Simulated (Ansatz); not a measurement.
C$_{4}$H$_{6}$S, SMILES `CC(C)=C=S`: the same geometry under several functionals.

```yaml
crystal:
  periodic: [false, false, false]
  atoms:
    - {symbol: C, position_ang: [-1.327040, -0.226268, 0.246302]}
    - {symbol: C, position_ang: [0.039214, 0.216872, -0.191233]}
    - {symbol: C, position_ang: [1.233195, -0.495460, 0.375613]}
    - {symbol: C, position_ang: [0.184951, 1.196698, -1.042453]}
    - {symbol: S, position_ang: [0.357994, 2.364958, -2.058010]}
    - {symbol: H, position_ang: [-1.428550, -0.127115, 1.332071]}
    - {symbol: H, position_ang: [-2.116083, 0.357533, -0.226586]}
    - {symbol: H, position_ang: [-1.481886, -1.281081, -0.003515]}
    - {symbol: H, position_ang: [1.244764, -0.407535, 1.467019]}
    - {symbol: H, position_ang: [2.169296, -0.093564, -0.010695]}
    - {symbol: H, position_ang: [1.189546, -1.562138, 0.132086]}
basis:
  gaussian: {orbitals: def2-TZVPP}
hamiltonian: {xc: pbe0, dispersion: d4}
output: {orbitals: {seedname: orbitals}}
```

```sh
$ ansatz run in.yaml --threads 4 --pin off --events-out ev --progress --plain --max-ram 10444MiB
```

Output, abridged:

```
Functional definition: PBE0
1389 factors; their error is unknown
mean field evaluation 1: about -15058.1800 eV, gradient 7.7e1 eV
mean field evaluation 2: about -15019.4190 eV, gradient 1.4e2 eV
mean field evaluation 4: about -15072.3991 eV, gradient 1.6e1 eV
mean field evaluation 8: about -15073.0256 eV, gradient 2.7e-1 eV
mean field evaluation 16: about -15073.0309 eV, gradient 7.3e-5 eV
mean field -15073.03093098 eV, -553.9236698461 hartree, gradient 7.3e-5 eV, S^2 0.000000; 0 other end points of the search recorded, 0 dependent functions left out
reference -15073.03096268 eV, -553.9236710110 hartree; 23, 23 occupied and 227, 227 virtual orbitals, 1389 factors
Total energy: -15073.22435651 eV, -553.9307781033 hartree
```

It took 0.95 s on 4 threads of an AMD EPYC 9R45 on a shared host, with 0.59 GiB of host memory at the peak.

The same input with `hamiltonian: {xc: {name: wB97M-V}}` and forces (abridged; 3.2 s):

```
Functional definition: wB97M-V
mean field evaluation 16: about -15079.3344 eV, gradient 1.5e-4 eV
mean field -15079.33442036 eV, -554.1553188084 hartree, gradient 5.3e-5 eV, S^2 0.000000
Total energy: -15079.33446814 eV, -554.1553205643 hartree
Atom 0 force    -0.208495    -0.090915     0.087074 eV/Å
Atom 1 force     0.027546     0.187059    -0.161364 eV/Å
Atom 2 force     0.176062    -0.131202     0.106296 eV/Å
Atom 3 force    -0.019429    -0.123119     0.105118 eV/Å
Atom 4 force     0.009571     0.058830    -0.050530 eV/Å
Atom 5 force     0.007984    -0.009081    -0.095295 eV/Å
Atom 6 force     0.052556    -0.040724     0.033169 eV/Å
Atom 7 force     0.012568     0.092541     0.022200 eV/Å
Atom 8 force    -0.000269    -0.008282    -0.095703 eV/Å
Atom 9 force    -0.062910    -0.028497     0.027411 eV/Å
Atom 10 force     0.004815     0.093389     0.021623 eV/Å
Dipole moment:    -0.044609    -0.300030     0.260751 e Å
```
